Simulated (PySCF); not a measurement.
Simulated outer-valence photoelectron spectrum of `FC1=C(F)C1`. Computed with EOM-IP-CCSD/aug-cc-pVDZ in PySCF, restricted Hartree–Fock reference, frozen core, non-relativistic, gas phase, PBE0-D3(BJ)/def2-SVP geometry.

Each root has a Gaussian of 0.6 eV full width with its one-hole share as area; cross sections and vibrations are left out, and the highest printed point is 100.

```tsv
ionisation energy (eV)	intensity
9.2	1
9.4	7
9.6	25
9.8	48
10.0	48
10.2	27
10.4	8
10.6	1
10.8	0
11.0	0
11.2	0
11.4	0
11.6	0
11.8	4
12.0	17
12.2	43
12.4	69
12.6	77
12.8	65
13.0	38
13.2	13
13.4	3
13.6	0
13.8	0
14.0	0
14.2	0
14.4	0
14.6	1
14.8	8
15.0	26
15.2	47
15.4	47
15.6	25
15.8	7
16.0	2
16.2	3
16.4	17
16.6	50
16.8	87
17.0	100
17.2	93
17.4	89
17.6	86
17.8	67
18.0	35
18.2	11
18.4	2
18.6	0
```

Question: Where are the maxima, and how many lines lie under the curve?

Answer: 4 maxima, at 9.9, 12.6, 15.3 and 17.0 eV, from 8 lines. At this width some lines have no maximum of their own.

Question: List the lines with their holes.

Answer: 
```csv
E (eV),leading hole (HF orbital),area,Koopmans (eV)
9.90,HOMO,0.97,10.15
12.39,HOMO-1,0.96,13.29
12.78,HOMO-2,0.96,14.06
15.30,HOMO-3,0.95,16.65
16.80,HOMO-4,0.93,19.66
17.02,HOMO-5,0.94,19.87
17.43,HOMO-6,0.94,19.97
17.75,HOMO-7,0.93,20.34
```

The widest gap, 2.52 eV, lies between 12.78 and 15.30 eV. Only orbitals with −ε under 21 eV, eight at most, were ionised, so the high end of the curve may lack lines.
